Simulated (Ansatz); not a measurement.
```yaml
crystal:
  periodic: [false, false, false]
  atoms:
    - {symbol: B, position_ang: [0.000000, 0.000000, -0.910486]}
    - {symbol: B, position_ang: [0.000000, 0.000000, 0.561774]}
    - {symbol: Si, position_ang: [0.000000, 0.000000, 2.425235]}
    - {symbol: H, position_ang: [0.000000, 0.000000, -2.076523]}
basis:
  gaussian: {orbitals: def2-TZVP}
magnetization: {spin_polarized: true, initial_magnetization: 1}
hamiltonian: {xc: pbe0}
relax: {f_tol: 0.004, max_steps: 80}
```

```sh
$ ansatz run in.yaml --threads 1 --pin off --events-out ev --progress --plain --max-ram 2176MiB
```

Steps of the relaxation (energy above the last step; positions in Å, forces in eV/Å):

```
4
step 1, 51.8 meV
B     0.000    0.000   -0.910    0.000    0.000   -1.578
B     0.000    0.000    0.562    0.000    0.000    2.051
Si    0.000    0.000    2.425    0.000    0.000   -0.121
H     0.000    0.000   -2.077    0.000    0.000   -0.351
```

```
4
step 2, 3.8 meV
B     0.000    0.000   -0.926    0.000    0.000   -0.389
B     0.000    0.000    0.584    0.000    0.000    0.530
Si    0.000    0.000    2.444    0.000    0.000   -0.039
H     0.000    0.000   -2.102    0.000    0.000   -0.101
```

```
4
step 3, 0.0 meV
B     0.000    0.000   -0.932    0.000    0.000   -0.026
B     0.000    0.000    0.592    0.000    0.000    0.032
Si    0.000    0.000    2.451    0.000    0.000   -0.003
H     0.000    0.000   -2.111    0.000    0.000   -0.003
```

```
4
step 4, 0.0 meV
B     0.000    0.000   -0.932    0.000    0.000   -0.001
B     0.000    0.000    0.593    0.000    0.000   -0.001
Si    0.000    0.000    2.451    0.000    0.000    0.001
H     0.000    0.000   -2.112    0.000    0.000    0.001
```

Close pairs at the end: B1–H4 1.180 Å, B1–B2 1.525 Å, B2–Si3 1.858 Å.

A stationary point of unrestricted PBE0 after 4 steps, with ⟨S²⟩ = 0.821 against 0.75 for a pure state; no frequencies were run, so it isn't proven a minimum. 35 s on 1 thread of Intel Xeon 6975P-C, shared host.
